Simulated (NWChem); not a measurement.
## Polarisability of hydrogen isocyanide (CHN)

```xyz
3

C      0.0000     0.0000     0.7490
N      0.0000     0.0000    -0.4352
H      0.0000     0.0000    -1.4477
```
Charge 0, spin multiplicity 1.

All runs are NWChem calculations. Structure: optimised with PBE/def2-SVP, a minimum by its harmonic frequencies.

Basis set: Sadlej pVTZ. Static limit.

The correlated methods keep 2 core orbitals frozen. B3LYP has NWChem's definition, with VWN1-RPA local correlation. Coupled-cluster values serve here as a point of comparison, not as the truth.

Task: Order these methods by the isotropic polarisability they give, lowest first: B3LYP, HF, LDA (SVWN5), CCSD linear response.

Result: HF (17.68 bohr³), CCSD linear response (18.74 bohr³), B3LYP (18.89 bohr³), LDA (SVWN5) (19.51 bohr³)
